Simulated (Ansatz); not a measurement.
A made-up structure of MgAlH2F, singlet:

F1  (-1.154, -1.693, 1.813)
Mg2  (-0.552, -0.810, 0.869)
Al3  (0.374, 0.549, -0.588)
H4  (-0.201, 0.449, -2.091)
H5  (1.532, 1.505, -0.004)
(Å)

It is relaxed with PBE-D4/def2-SVP and then PBE0-D4/def2-TZVP (Ansatz 0.2.0). Atoms count as bonded within 1.22 times the sum of their covalent radii (H–H: 0.88 Å). The end point is not checked to be a true minimum.

Task: Does its bonding change? (Judge from chemistry; the calculation decides.)

Result: The calculation gives: No: no bond forms or breaks.

Where it ends: The first stage lowers the energy by 3.59 eV in 6 steps. It ends as MgAlH₂F ([F][Mg][AlH2]):
| atom | x (Å) | y (Å) | z (Å) |
| --- | --- | --- | --- |
| F1 | -1.4244 | -2.0898 | 2.2389 |
| Mg2 | -0.6815 | -1.0002 | 1.0723 |
| Al3 | 0.4617 | 0.6773 | -0.7255 |
| H4 | 0.0196 | 0.7170 | -2.2589 |
| H5 | 1.6246 | 1.6956 | -0.3268 |

Labels in which every atom is bracketed show which atoms are joined, not bond orders.

For scale, one of the runs: PBE0-D4/def2-TZVP relaxation, 112 basis functions, launched by `ansatz run in.yaml --threads 2 --pin off --events-out ev --progress --plain --max-ram 4352MiB`. Hardware: 2 CPU threads of an Arm Neoverse V1, shared host. Wall time about 8.5 s.
